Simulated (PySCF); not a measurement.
Bonds (- single, = double, # triple, : aromatic): N1-Si2 1.731 Å, Si2-P3 2.262 Å. N1 carries H4, H5; Si2 carries H6, H7; P3 carries H8, H9.

[PySCF 2.14: coordinates at the PBE0-D3(BJ)/def2-SVP level; σ from GIAO-CAM-B3LYP/pcSseg-2; no solvent model; non-relativistic; single conformer; rapidly exchanging positions averaged]

Referencing at the same level of theory: TMS for 1H (31.34 ppm), 29Si (328.96 ppm); 15N (261.83 ppm) against NH3; 31P (283.70 ppm) against H3PO4.

| atoms | nucleus | count | δ (ppm) |
| --- | --- | --- | --- |
| P3 | 31P | 1 | ? |
| Si2 | 29Si | 1 | -31.8 |
| H8/H9 | 1H | 2 | 1.70 |
| H6/H7 | 1H | 2 | 5.17 |
| N1 | 15N | 1 | 10.1 |
| H4/H5 | 1H | 2 | ? |

Problem. Estimate the values marked ?.

Solution. 
- H4/H5: 0.22 ppm, hydrogen on a nitrogen bonded to Si; exchangeable; this is the value without hydrogen bonding to other molecules
- P3: -279.3 ppm, phosphorus bonded to Si, 2 H

The OH or NH signal is concentration- and solvent-dependent in practice; the value given is the gas-phase one. Experimental scales use liquid or dissolved standards, which lie at an offset from isolated NH3 (liquid NH3: subtract about 20 ppm) and H3PO4.
